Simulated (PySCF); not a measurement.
**Bond curve of SiB**

Set-up: basis Si def2-TZVP, B def2-TZVP; no relativity; PySCF 2.14. Energies in eV from Si + B in their ground configurations at the same level. All curves are PBE0. state 1: ⁴Σ⁻ (quartet), unpaired electrons σ ↑, π ↑↑; state 2: Ms = 0.5 determinant of mixed spin (⟨S²⟩ near 1.8), unpaired electrons σ ↓, π ↑↑, a second solution, started from another occupation; state 3: Ms = 0.5 determinant of mixed spin (⟨S²⟩ near 1.8), unpaired electrons σ ↑, π ↑↓, a mixture of terms (⟨Lz²⟩ = 2.0), a second solution, started from another occupation; state 4: ²Π (doublet), unpaired electrons π ↑, a second solution, started from another occupation.

| R (Å) | state 1 | state 2 | state 3 | state 4 |
| --- | --- | --- | --- | --- |
| 1.643 | -2.651 | -2.261 | -2.212 | -2.044 |
| 1.719 | -3.157 | -2.788 | -2.738 | -2.354 |
| 1.795 | -3.436 | -3.088 | -3.036 | -2.467 |
| 1.853 | -3.533 | -3.200 | -3.148 | -2.458 |
| 1.910 | -3.558 | -3.240 | -3.186 | -2.390 |
| 1.967 | -3.527 | -3.223 | -3.168 | -2.279 |
| 2.044 | -3.423 | -3.134 | -3.078 | -2.084 |
| 2.139 | -3.227 | -2.952 | -2.896 | -1.800 |
| 2.254 | -2.939 | -2.675 | -2.620 | -1.444 |
| 2.407 | -2.527 | -2.265 | -2.214 | -1.003 |

Question: Put a parabola through the three lowest points of the state 1 curve and estimate Re, k and ωe (reduced mass 7.9 u; 1 eV/Å² = 0.16022 mdyn/Å; ωe = 1302.8·√(k/μ) cm⁻¹).

Answer: Through R = 1.853, 1.91, 1.967 Å the second-order coefficient is 8.62 eV/Å², so Re ≈ 1.907 Å, k ≈ 2.76 mdyn/Å and ωe ≈ 770 cm⁻¹. A polynomial fit of higher order to the unrounded PBE0 energies gives Re = 1.904 Å, k = 2.77 mdyn/Å, ωe = 772 cm⁻¹; anharmonicity and rounding make the difference.

The higher-order fit for each curve: state 1: Re = 1.904 Å, ωe = 772 cm⁻¹, De = 3.56 eV; state 2: Re = 1.919 Å, ωe = 754 cm⁻¹, minimum 3.24 eV below the ground-state fragments; state 3: Re = 1.918 Å, ωe = 754 cm⁻¹, minimum 3.19 eV below the ground-state fragments; state 4: Re = 1.816 Å, ωe = 860 cm⁻¹, minimum 2.47 eV below the ground-state fragments.

⟨S²⟩ of the unrestricted solution departs from its pure value on part of the curve, where spin states mix. The state is the lowest determinant that a PBE0 search found; another state may lie lower at other levels.
